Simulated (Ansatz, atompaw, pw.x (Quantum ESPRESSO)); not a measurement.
# What a changed setting does to a pw.x run (bcc Hf)

Potential: PAW, atompaw 4.2.0.5, PBEsol; core [Kr] 4d10 4f14, reference 5s2 5p6 5d2 6s2 6p0; waves: 5s (bound): rc 1.45 bohr; 6s (bound): rc 2.70 bohr; 5p (bound): rc 2.35 bohr; 6p (bound, empty): rc 2.70 bohr; 5d (bound): rc 2.70 bohr; 5d channel at 1 Ry: rc 2.70 bohr; local part: bessel scheme, radius 2.00 bohr; core correction: smooth core density matched at 1.40 bohr; augmentation: sinc compensation charge, radius 2.25 bohr; PAW radius 2.70 bohr; waves and projectors: custom rrkj gramschmidtortho.

The reference run (k-mesh 13³, cutoffs 40/400 Ry, Fermi–Dirac 0.01 Ry, mixing_beta 0.4, conv_thr 1e-9, no spin) gives -0.56 GPa at 21.370 Å³/atom, where all-electron LAPW gives 0.10 GPa. This run, with its own iteration cap, changes degauss to 0.005.

```
&control
  calculation='scf', prefix='x', pseudo_dir='./', outdir='./tmp', tstress=.true., disk_io='none'
/
&system
  ibrav=0, nat=1, ntyp=1, ecutwfc=40, ecutrho=400, nbnd=14,
  occupations='smearing', smearing='fd', degauss=0.005
/
&electrons
  conv_thr=1e-09, mixing_beta=0.4, electron_maxstep=50
/
ATOMIC_SPECIES
Hf 1.0 Hf.UPF
CELL_PARAMETERS angstrom
  -1.74816133 1.74816133 1.74816133
  1.74816133 -1.74816133 1.74816133
  1.74816133 1.74816133 -1.74816133
ATOMIC_POSITIONS crystal
Hf 0.0000 0.0000 0.0000
K_POINTS automatic
13 13 13 0 0 0
```

```bash
pw.x < Hf.scf.in > Hf.scf.out
```

Q: How does the run end?

A: It converges in 8 iterations; the free energy moves by +42.8 meV/atom and the pressure by -0.49 GPa. In a metal, with Fermi–Dirac smearing, F lies below its zero-width value by a term in the square of the width.

```
Message from routine setup:
     using ibrav=0 with symmetry is DISCOURAGED, use correct ibrav instead
     lattice parameter (alat)  =       5.7219  a.u.
     unit-cell volume          =     144.2119 (a.u.)^3
     number of electrons       =        12.00
     number of Kohn-Sham states=           14
     kinetic-energy cutoff     =      40.0000  Ry
     charge density cutoff     =     400.0000  Ry
     scf convergence threshold =      1.0E-09
     Exchange-correlation= SLA PW PSX PSC
     number of k points=    84  Fermi-Dirac smearing, width (Ry)=  0.0050
     iteration #  1     ecut=    40.00 Ry     beta= 0.40
     total energy              =    -687.12487905 Ry
     estimated scf accuracy    <       0.01563799 Ry
     iteration #  2     ecut=    40.00 Ry     beta= 0.40
     total energy              =    -687.12269281 Ry
     estimated scf accuracy    <       0.00272240 Ry
     iteration #  3     ecut=    40.00 Ry     beta= 0.40
     total energy              =    -687.12331039 Ry
     estimated scf accuracy    <       0.00042900 Ry
     iteration #  4     ecut=    40.00 Ry     beta= 0.40
     total energy              =    -687.12332358 Ry
     estimated scf accuracy    <       0.00001000 Ry
     iteration #  5     ecut=    40.00 Ry     beta= 0.40
     total energy              =    -687.12333209 Ry
     estimated scf accuracy    <       0.00000171 Ry
     iteration #  6     ecut=    40.00 Ry     beta= 0.40
     total energy              =    -687.12333228 Ry
     estimated scf accuracy    <       0.00000005 Ry
     iteration #  7     ecut=    40.00 Ry     beta= 0.40
     total energy              =    -687.12333228 Ry
     estimated scf accuracy    <          5.0E-09 Ry
     iteration #  8     ecut=    40.00 Ry     beta= 0.40
     the Fermi energy is    14.3957 ev
!    total energy              =    -687.12333229 Ry
     estimated scf accuracy    <          5.7E-10 Ry
     smearing contrib. (-TS)   =      -0.00211538 Ry
     The total energy is F=E-TS. E is the sum of the following terms:
     one-electron contribution =     -14.31952717 Ry
     hartree contribution      =      16.59905086 Ry
     xc contribution           =     -20.27120392 Ry
     ewald contribution        =     -79.31622494 Ry
     one-center paw contrib.   =    -589.81331174 Ry
     convergence has been achieved in   8 iterations
          total   stress  (Ry/bohr**3)                   (kbar)     P=      -10.57
     Message from routine punch:
     Nothing written, as per user request (disk_io='none')
```

The run took about 16 s on one core of a shared host (Intel(R) Xeon(R) Platinum 8259CL CPU @ 2.50GHz, 96 threads, 755 GiB, load 17).
